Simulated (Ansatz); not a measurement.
## What each rung costs, and what it gives

Saddle point of SiNH7O, closed shell (SiNH₅ ([NH2][SiH3]) + H₂O → SiH₄O ([OH][SiH3]) + NH₃; bonds formed: Si1–O7, N2–H6; bonds broken: Si1–N2, H6–O7), PBE0-D4/def2-TZVP structure:

```
10
angstrom
Si -0.7710 0.0520 -0.3819
N 0.4611 -0.7139 0.8144
H -1.7738 -1.0878 -0.2954
H -1.5922 1.1536 0.1742
H -0.4591 -0.0486 -1.8360
H 1.0998 0.2545 0.4564
O 0.8184 1.2955 -0.2266
H 0.1520 -0.7309 1.7788
H 0.7732 -1.6420 0.5583
H 1.2919 1.4674 -1.0422
```

Barriers are electronic and count from the start structure reached by relaxing down the imaginary mode.

Ansatz 0.2.0; basis: as named in each row; cores frozen in the correlated methods. B3LYP uses VWN-RPA correlation. Extrapolation: Hartree–Fock as exp(−7.88 √X), correlation as X^−2.97.

Times are rough, for one single point on 2 threads of a shared host (Arm Neoverse V2).

The estimate by CCSD(T) at an estimated basis limit (MP2 extrapolated from triple and quadruple zeta, plus CCSD(T) − MP2 in triple zeta) is 1.169 eV.

| method | basis | time (s) | barrier (eV) | method less estimate |
| --- | --- | --- | --- | --- |
| HF | STO-3G | under 1 | 1.792 | 0.623 |
| PBE-D4 | STO-3G | under 1 | -0.101 | -1.270 |
| SPW92 | def2-SVP | under 1 | 0.345 | -0.823 |
| B3LYP-D4 | 6-31G | under 1 | 0.705 | -0.464 |
| PBE-D4 | def2-SVP | under 1 | 0.699 | -0.470 |
| PBE0-D4 | def2-SVP | under 1 | 0.859 | -0.310 |
| SPW92 | def2-TZVPP | 1 | 0.555 | -0.614 |
| BLYP-D4 | def2-TZVPP | 2 | 1.058 | -0.111 |
| PBE-D4 | def2-TZVPP | 2 | 0.888 | -0.281 |
| CCSD(T) | def2-SVP | 2 | 1.140 | -0.029 |
| BHLYP-D4 | def2-TZVPP | 2 | 1.270 | 0.101 |
| PBE0-D4 | def2-TZVPP | 2 | 1.009 | -0.160 |
| B3LYP-D4 | def2-TZVPP | 2 | 1.135 | -0.034 |
| CAM-B3LYP-D4 | def2-TZVPP | 2 | 1.119 | -0.050 |
| r2SCAN-D4 | def2-TZVPP | 3 | 0.965 | -0.203 |
| wB97M-V | def2-SVP | 4 | 0.896 | -0.272 |
| B2PLYP | def2-TZVPP | 4 | 1.160 | -0.009 |
| RPA on PBE | def2-TZVPP | 4 | 1.153 | -0.016 |
| r2SCAN0-D4 | def2-TZVPP | 4 | 1.051 | -0.118 |
| PBE-QIDH | def2-TZVPP | 4 | 1.083 | -0.086 |
| B97M-V | def2-TZVPP | 6 | 1.107 | -0.062 |
| wB97X-V | def2-TZVPP | 7 | 1.101 | -0.068 |
| wB97M-V | def2-TZVPP | 8 | 1.073 | -0.095 |
| MP2 | def2-QZVPP | 16 | 1.108 | -0.061 |
| CCSD(T) | def2-TZVPP | 48 | 1.161 | -0.008 |

All methods are single points on the PBE0-D4 structures; a negative value means that the method puts the saddle structure below the start.

T1 diagnostic: at most 0.011.

The step is the kind of ligand exchange by which a precursor binds to a hydroxyl group, or is hydrolysed, in atomic layer deposition of oxides.

Labels in which every atom is bracketed show which atoms are joined, not bond orders.
